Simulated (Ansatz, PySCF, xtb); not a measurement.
Scan of H₂Si, singlet: symmetric bend, bond length relaxed. Scanned: H-Si-H angle. Other coordinates (Si-H bond length) were minimised at B3LYP/def2-TZVP.

CCSDT/def2-TZVP = Ansatz (a program for electronic structure) with CCSDT on RHF/def2-TZVP, frozen core; GFN1-xTB (xtb); RKS-LDA (SVWN5)/6-31G* = PySCF with restricted LDA (SVWN5)/6-31G*, spherical d.

Energies in mEh, each method relative to its own lowest point.

| a / ° | CCSDT/def2-TZVP | GFN1-xTB | RKS-LDA (SVWN5)/6-31G* |
|---|---|---|---|
| 180 | — | (withheld) | (withheld) |
| 169.47 | — | 99.4 | 101.5 |
| 161.90 | 87.3 | 81.5 | 92.0 |
| 151.15 | 67.7 | 60.7 | 72.5 |
| 138.11 | 43.5 | 41.2 | 47.4 |
| 128.88 | 28.6 | 29.5 | 32.0 |
| 120.20 | (withheld) | 19.8 | 19.9 |
| 110.92 | (withheld) | 11.0 | 9.9 |
| 100.40 | 1.4 | 3.5 | (withheld) |
| 90.38 | 0.0 | 0.0 | 0.0 |
| 81.75 | 2.8 | 0.7 | 1.4 |
| 67.52 | 15.9 | 12.9 | 11.8 |
| 60 | 26.9 | 27.0 | 21.3 |

Question: What belongs in the gaps?

Answer: 
- 180, GFN1-xTB: 123.6
- 180, RKS-LDA (SVWN5)/6-31G*: 106.5
- 120.20, CCSDT/def2-TZVP: 17.1
- 110.92, CCSDT/def2-TZVP: 7.7
- 100.40, RKS-LDA (SVWN5)/6-31G*: 2.6

Dashes: no converged value, or the column stops at the first point that the program doubted or that broke a chosen test of continuity, which isn't proof of a fault.
